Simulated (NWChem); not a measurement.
System: methanethiol (CH4S); SMILES CS

```xyz
6

C      0.0122     1.1582     0.0000
S      0.0689    -0.6685     0.0000
H     -0.4816     1.5585     0.9067
H      1.0659     1.4970     0.0000
H     -0.4816     1.5585    -0.9067
H     -1.2787    -0.8672     0.0000
```
Atoms are numbered in this order, from 1.

Computed with NWChem. Pople sets run with spherical d functions. STO-3G and 3-21G are far too small for this property and stand as cheap habits. The geometry was optimised at PBE-D3(BJ)/def2-SVP. Vertical excitations in the gas phase; the lowest state need not have the same character in each row.

Question: Taking B3LYP/def2-TZVPD, TDA as the yardstick, which of these has the fewest basis functions while keeping “lowest excitation, singlet (eV)” within 0.05 eV of it: B3LYP/6-31G*, TDA; B3LYP/6-31+G*, TDA; B3LYP/3-21G, TDA; B3LYP/def2-TZVP, TDA; B3LYP/def2-SVP, TDA; B3LYP/def2-SVPD, TDA; B3LYP/aug-cc-pVDZ, TDA?

Answer: none of them.
```json
[
 {"level": "B3LYP/3-21G, TDA", "basis functions": "30", "lowest excitation, singlet (eV)": "6.20", "relative time (rough)": "1"},
 {"level": "B3LYP/6-31G*, TDA", "basis functions": "40", "lowest excitation, singlet (eV)": "5.68", "relative time (rough)": "4"},
 {"level": "B3LYP/6-31+G*, TDA", "basis functions": "48", "lowest excitation, singlet (eV)": "5.14", "relative time (rough)": "4"},
 {"level": "B3LYP/def2-SVP, TDA", "basis functions": "52", "lowest excitation, singlet (eV)": "5.68", "relative time (rough)": "4"},
 {"level": "B3LYP/def2-SVPD, TDA", "basis functions": "79", "lowest excitation, singlet (eV)": "5.24", "relative time (rough)": "8"},
 {"level": "B3LYP/aug-cc-pVDZ, TDA", "basis functions": "86", "lowest excitation, singlet (eV)": "5.01", "relative time (rough)": "20"},
 {"level": "B3LYP/def2-TZVP, TDA", "basis functions": "92", "lowest excitation, singlet (eV)": "5.30", "relative time (rough)": "20"},
 {"level": "B3LYP/def2-TZVPD, TDA", "basis functions": "119", "lowest excitation, singlet (eV)": "5.07", "relative time (rough)": "40"}
]
```

The yardstick is one finite set, not the basis-set limit.
